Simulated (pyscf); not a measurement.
H₃C–Al(CH₃)–NH₂ + ammonia (NH₃) → methane (CH₄) + H₃C–Al(NH₂)–NH₂, a four-centre exchange (singlet surface; Al–C, H–N broken, C–H, Al–N formed). Optimised with ωB97X-D3(BJ)/def2-SVP in PySCF. Energies in kJ/mol from the separated reactants.

Small-basis levels: PySCF, no dispersion term, spherical d functions. AM1 to PM7: differences of heats of formation from MOPAC, which are fitted to 298 K values and so differ in kind from electronic energies by zero-point and thermal terms. GFN2-xTB: tblite. Cost: rough CPU time at the saddle relative to B3LYP/6-31G*, from one job on a shared machine.

```json
[
 {"level": "HF/3-21G", "barrier": "41.8", "reaction energy": "-129.1", "cost": "0.07"},
 {"level": "HF/6-31G*", "barrier": "111.9", "reaction energy": "-103.3", "cost": "0.08"},
 {"level": "MP2/6-31G*", "barrier": "54.9", "reaction energy": "-103.0", "cost": "0.1"},
 {"level": "B3LYP/def2-SVP", "barrier": "38.0", "reaction energy": "-96.8", "cost": "1"},
 {"level": "GFN2-xTB", "barrier": "3.3", "reaction energy": "-137.5", "cost": "under 0.02"},
 {"level": "PM3", "barrier": "69.7", "reaction energy": "-116.3", "cost": "under 0.02"},
 {"level": "PM7", "barrier": "5.1", "reaction energy": "-112.9", "cost": "under 0.02"},
 {"level": "ωB97M-D3(BJ)/def2-TZVP", "barrier": "44.5", "reaction energy": "-91.7", "cost": "–"}
]
```

Against the last row the barrier runs from -41.2 (GFN2-xTB) to +67.4 kJ/mol (HF/6-31G*). ωB97M-D3(BJ)/def2-TZVP has limits of its own. On the reactant side the descent ends in an adduct with a Al–N contact, 99.4 kJ/mol under the separated species and 139.1 kJ/mol under the saddle at ωB97X-D3(BJ)/def2-TZVP. What is counted as formed (Al–N) is already present as a longer contact in the reactant adduct; forming that adduct is a step of its own. At the saddle there is also a short Al–H contact that neither side keeps. This is the saddle that the search found; another between the same sides may lie lower.
